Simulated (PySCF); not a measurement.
## CH$_{3}$, SMILES `[CH3]` (charge 0, multiplicity 2)

Method: PySCF 2.14.0 with PBE-D3(BJ)/def2-TZVP // TPSSh-D3(BJ)/def2-TZVP.

| Item | Result |
|---|---|
| highest occupied spin orbital | -5.38 eV |
| dipole moment | 0.00 D |
| total energy | -39.7889 Ha |
| cost | very roughly 17 core-seconds |

```xyz
4

C     -0.0001     0.0000     0.0000
H     -0.8537    -0.6632     0.0035
H      1.0010    -0.4077    -0.0040
H     -0.1476     1.0708     0.0005
```
Charge 0, spin multiplicity 2.
